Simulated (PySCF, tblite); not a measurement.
**CH₃ClSi (triplet), a cluster model of a defect: infrared bands and EPR parameters**

Aim: the infrared bands and EPR parameters of `[SiH3][C]Cl`. It is drawn as: twofold C.

Programs: tblite 0.8.0 and PySCF 2.14.0. All values are calculated, for the isolated system unless a continuum is named. Atoms count from 0, parts from 1.

## (1) The system as given

6 atoms, charge 0, multiplicity 3; geometry: distance geometry start.

## (2) Geometry optimisation with GFN2-xTB

Job settings and geometry (Å):

```
{"job": {"kind": "relax", "xc": "GFN2-xTB", "basis": "xTB"}, "charge": 0, "multiplicity": 3}
C      0.965576    -1.033835    -0.041614
Si    -0.582105     0.021067     0.010176
Cl     2.346759     0.133196    -0.000728
H     -0.681284     0.512575     1.385381
H     -0.298159     1.139864    -0.911648
H     -1.766518    -0.739828    -0.408377
```

Level: GFN2-xTB geometry optimisation, gas phase.

On the command line:

```bash
$ OMP_NUM_THREADS=1 python cluster_run.py task.json out
```

This one command runs all jobs of the session in turn.

**Question.** The jobs that follow are: GFN2-xTB harmonic vibrations, gas phase; UKS B3LYP, pcH-1 on C Cl H Si, non-relativistic, mean-field spin-orbit, GIAO; UKS BP86, pcH-1 on C Cl H Si, non-relativistic, mean-field spin-orbit, GIAO. Predict: strongest single infrared mode (GFN2-xTB); D, E (B3LYP); g(iso) (B3LYP); ⟨S²⟩; largest a(iso) (averaged by class).

**Answer**, as computed:

| quantity | value |
| --- | --- |
| strongest single infrared mode (GFN2-xTB) | 778 cm⁻¹ |
| D, E (B3LYP) | 1.903, 0.032 cm⁻¹ |
| g(iso) (B3LYP) | 2.00458 |
| ⟨S²⟩ | 2.007 (exact 2.00) |
| largest a(iso) (averaged by class) | 13C on C0, 215.8 MHz |

**Reading.** No mode is imaginary at GFN2-xTB; the softest lies at 91 cm⁻¹. Most of the unpaired spin sits on C0 (1.67 e). The isotropic g lies 2.3 ppt above the free-electron value. The coupling of 13C on C0 runs from 188.9 (BP86/pcH-1) to 215.8 MHz (B3LYP/pcH-1). The triplet was assumed; the singlet may lie lower.
